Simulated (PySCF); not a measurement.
# Complex of PH2F and fluoride

A gas-phase complex of PH2F and fluoride; charge -1, singlet. The structure comes from a short search (a few tight-binding starts) and was relaxed by PBE0-D3(BJ)/def2-SVPD; another way of binding may lie lower. No frequency run checks that it is a minimum.

Parts: 1 = PH2F (FP), atoms 1–4; 2 = fluoride ([F-]), atoms 5, charge -1.

```
atom  part   x (Å)   y (Å)   z (Å)
  F1     1   1.384   0.013  -0.233
  P2     1  -0.209  -0.358   0.645
  H3     1  -0.530  -1.157  -0.492
  H4     1  -0.676   0.875   0.101
  F5     2  -1.967  -0.637   1.171
```

```csv
contact,kind (by geometry),distance (Å),angle (°)
P2···F5,short pnictogen bond,1.856,168
```

Interaction energies are complex less parts, with the parts frozen as they stand in it; counterpoise-corrected, in kcal/mol (PySCF). The CCSD(T) estimate is Hartree-Fock/aug-cc-pVTZ, plus the MP2 correlation part extrapolated as X⁻³ from aug-cc-pVDZ and aug-cc-pVTZ, plus CCSD(T) less MP2 in aug-cc-pVDZ; noble-gas cores are frozen. It isn't the exact limit.

Q: Give the interaction energy at each level run.

A: 
| level | interaction | superposition error removed |
| --- | --- | --- |
| Hartree-Fock/aug-cc-pVTZ | -56.03 | - |
| MP2/aug-cc-pVTZ | -56.47 | -1.55 |
| CCSD(T), estimated basis limit | -56.81 | - |

Q: What holds them together? Decompose the MP2/aug-cc-pVTZ energy: frozen parts, their antisymmetrised product, then relaxation.

A: electrostatic -116.3, Pauli repulsion +149.0, orbital relaxation -89.0, correlation -1.7 kcal/mol, which sum to the value before the counterpoise correction, the first three by Hartree-Fock. Of the attraction, 56 % is electrostatic, 43 % is orbital relaxation, 1 % is correlation.
